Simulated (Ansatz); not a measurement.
Consider vertical energies of changing the electron count of H₆Si₃, SMILES [SiH2]1[SiH2][SiH2]1 (Ansatz's Python interface).

Script `ip.py`:
```python
import ansatz as az


def energy(molecule, charge=0, unpaired=0):
    calc = (
        molecule.calculation()
        .basis(gaussian="def2-SVPD")
        .functional("b3lyp", dispersion="d3bj")
    )
    if charge:
        calc = calc.charge(charge)
    if unpaired:
        calc = calc.spin("collinear", total=unpaired)
    report = calc.run(threads=1).report
    if report["published_state_doubts"]:
        print("  doubts:", report["published_state_doubts"])
    return report["free_energy_ev"]

geometry_ang = [
    ("Si", (-1.20467, -0.17389, -0.58728)),
    ("Si", (0.90766, 0.83413, -0.55388)),
    ("Si", (0.29879, -0.66423, 1.13835)),
    ("H", (-1.56688, -1.16977, -1.60027)),
    ("H", (-2.42692, 0.59868, -0.34305)),
    ("H", (1.9359, 0.5024, -1.5446)),
    ("H", (1.06906, 2.26683, -0.28583)),
    ("H", (0.92593, -1.98337, 1.26394)),
    ("H", (0.06114, -0.21078, 2.51262)),
]
h6si3 = az.Crystal.molecule()
for symbol, xyz in geometry_ang:
    h6si3 = h6si3.atom(symbol, xyz)

parent = energy(h6si3, 0, 0)
cation = energy(h6si3, 1, 1)
print(f"E(N)   = {parent:.5f} eV")
print(f"E(N-1) = {cation:.5f} eV  (1 unpaired)")
print(f"vertical ionisation energy {cation - parent:.3f} eV")
anion = energy(h6si3, -1, 1)
print(f"E(N+1) = {anion:.5f} eV  (1 unpaired)")
print(f"vertical electron affinity {parent - anion:.3f} eV" + ("" if anion < parent else " (unbound in this basis)"))
print(f"fundamental gap IP - EA = {cation + anion - 2 * parent:.3f} eV")
```

What does it cost to change the electron count at this fixed geometry?

At this unrelaxed geometry removing an electron costs 8.96 eV and an added one is unbound in this basis (by 0.40 eV).

What the script printed:

```console
$ python ip.py
E(N)   = -23723.88415 eV
E(N-1) = -23714.92667 eV  (1 unpaired)
vertical ionisation energy 8.957 eV
E(N+1) = -23723.48407 eV  (1 unpaired)
vertical electron affinity -0.400 eV (unbound in this basis)
fundamental gap IP - EA = 9.358 eV
```

Caveats:
- Total energies depend on the basis set; only differences at equal settings carry meaning.
- The geometry is a force-field or estimated start, not a minimum of this method, and the basis set is short of its limit. All parts are taken at fixed geometry, without zero-point energy. At an unrelaxed start these energies can be a whole eV from those at the minimum, and a small affinity can change sign.
- b3lyp holds the VWN-RPA fit, as in Gaussian; the form of ORCA and Turbomole is b3lyp5.
- A negative electron affinity means that the anion is unbound here; its size hangs on the basis and tends to about zero as the basis grows, and so does its part in any gap built on it.
- Run time: 46 s on 1 thread of Intel(R) Xeon(R) Processor @ 2.30GHz, with other jobs on the host, peak memory 0.56 GiB.
